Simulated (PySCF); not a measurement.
# MgSi⁺, CCSD: how much the basis matters

PySCF, UHF reference; doublet, unpaired electrons π ↑; De to Mg⁺ + Si without counterpoise correction. Frozen cores follow the default of each basis and core potential.

```
                      basis     relativity  functions  Re (Å)  ωe (cm⁻¹)  De (eV)  frozen orbitals
        cc-pVDZ/cc-pV(D+d)Z  no relativity         41   2.748        274     1.57                6
                6-311G(d,p)  no relativity         52   2.741        270     1.62                6
aug-cc-pVDZ/aug-cc-pV(D+d)Z  no relativity         59   2.747        270     1.57                6
```

How does each smaller set differ from the one with most functions, aug-cc-pVDZ/aug-cc-pV(D+d)Z?

cc-pVDZ/cc-pV(D+d)Z: +0.1 pm, +1.5 % in ωe, +0.00 eV in De; 6-311G(d,p): -0.6 pm, +0.0 % in ωe, +0.05 eV in De. All at CCSD; the set with most functions is neither the basis-set limit nor always the best.

Correlated steps freeze 6 core orbitals. Correlated levels converge slowly with the basis: in double zeta they bind strong bonds too weakly, by up to about 1 eV, and carry superposition errors of some tenths. For an ion De counts to the pair picked by the measured ionisation energies or electron affinities, which need not be the lowest pair at this level. The state is the lowest determinant that a PBE0 search found; another state may lie lower at other levels.
